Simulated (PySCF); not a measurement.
Gas-phase reaction: BH₂ + C₄H₈ (isobutene) ⇌ B(CH₃)₃ + CH

Method: PySCF energies plus ideal-gas RRHO corrections (1 bar). S°(298 K) at PBE0/def2-TZVP differs from the NASA 1993 table for BH₂ (+14 J/mol/K); whether the harmonic model or the table's entry is off was not settled. † marks an energy on the PBE0/def2-TZVP geometry and frequencies; other levels use their own. 6-31G* has spherical d functions here. Open shells (unrestricted): BH₂ (multiplicity 2), CH (multiplicity 2, electronic degeneracy 4); the rest are closed-shell singlets. Spin-orbit splitting is ignored; it lowers the true energy and changes the entropy of CH. B3LYP is the form with VWN-RPA correlation. Methyl groups turn as free rotors in B(CH₃)₃. The harmonic model lacks anharmonicity and excited electronic states, which grow with temperature; levels with a mode under 35 cm⁻¹ are left out. Internal rotation in C₄H₈ (isobutene) is treated as a harmonic vibration of one conformer, which makes the entropy rough. Warning, spin contamination: CH (B3LYP/def2-TZVP†, M06-2X/def2-TZVP†, PBE/def2-SVP, PBE/def2-TZVP†, PBE0/def2-QZVP†, PBE0/def2-TZVP, r2SCAN/def2-TZVP†, LDA/def2-TZVP†, ωB97M-V/def2-TZVP†, ωB97X-V/def2-TZVP†).

```
level               ΔE electronic, kJ  ΔH°(298 K), kJ  ΔS°(298 K), J/K  ΔG°(600 K), kJ
------------------  -----------------  --------------  ---------------  --------------
B3LYP/6-31G*                      194             186               17             176
B3LYP/def2-TZVP†                  183             175               17             164
M06-2X/def2-TZVP†                 189             181               17             171
PBE/def2-SVP                      210             202               16             192
PBE/def2-TZVP†                    203             194               17             184
PBE0/def2-QZVP†                   190             182               17             172
PBE0/def2-TZVP                    191             183               17             173
r2SCAN/def2-TZVP†                 190             182               17             172
LDA/def2-TZVP†                    234             225               17             215
ωB97M-V/def2-TZVP†                171             162               17             152
ωB97X-V/def2-TZVP†                175             166               17             156
```
ΔH° is lowest at ωB97M-V/def2-TZVP† and highest at LDA/def2-TZVP†. No reference value is set beside these.
